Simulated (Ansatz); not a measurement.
`CC(F)CCF` + H₂ → `CCC(C)F` + H–F at 700 K and 1 bar (hydrogenolysis of a C–F bond).

Calculated with Ansatz (gas phase, PBE0-D4/def2-TZVP geometries, no zero-point term in ΔE). CCSD(T)/CBS adds triple-zeta CCSD(T) − MP2 to the extrapolated MP2 energy (def2 sets, frozen cores). This one scheme is used for every species. One conformer a species, not always the lowest.

| species | CCSD(T)/CBS energy (Eh) | H − E (kJ/mol) | S (J/(mol·K)) |
| --- | --- | --- | --- |
| `CC(F)CCF` | -356.61182 | 393.8 | 473.4 |
| H₂ | -1.17544 | 46.8 | 155.3 |
| `CCC(C)F` | -257.43047 | 406.9 | 447.0 |
| H–F | -100.39570 | 45.2 | 198.5 |

H − E and S are ideal-gas, rigid-rotor, harmonic terms from PBE0-D4/def2-TZVP, for one conformer and one mirror image of each species. For small species the MP2-based limit differs from directly extrapolated CCSD(T) by up to some mEh (0.8 for H₂); such offsets cancel only in part. 1 Eh = 2625.50 kJ/mol, R = 8.31446 J/(mol·K).

Question: By hand: ΔE, ΔH, ΔS and ΔG.

Answer: ΔE = (-257.43047) + (-100.39570) − (-356.61182) − (-1.17544) = -0.03891 Eh = -102.2 kJ/mol. Δ(H − E) = 406.9 + 45.2 − 393.8 − 46.8 = 11.5, so ΔH = -90.7 kJ/mol. ΔS = 447.0 + 198.5 − 473.4 − 155.3 = 16.8 J/(mol·K). ΔG = -90.7 − 700 × (16.8)/1000 = -102.5 kJ/mol.

Question: By hand: the equilibrium constant, and the temperature at which ΔG would vanish if ΔH and ΔS stayed fixed.

Answer: log₁₀ K = −ΔG/(RT ln 10) = 7.6. ΔH and −TΔS have one sign here, so there is no such temperature.

ΔH outweighs TΔS. A doubt of 5 kJ/mol in ΔE shifts log₁₀ K by 0.4 here. Other conformers and mirror images would add mixing entropy, several J/(mol·K) or more a flexible species. These are equilibria of isolated gas molecules and say nothing of rates. Largest T1 diagnostic: 0.010 (customary marks: 0.02 for closed shells, 0.045 for open ones).
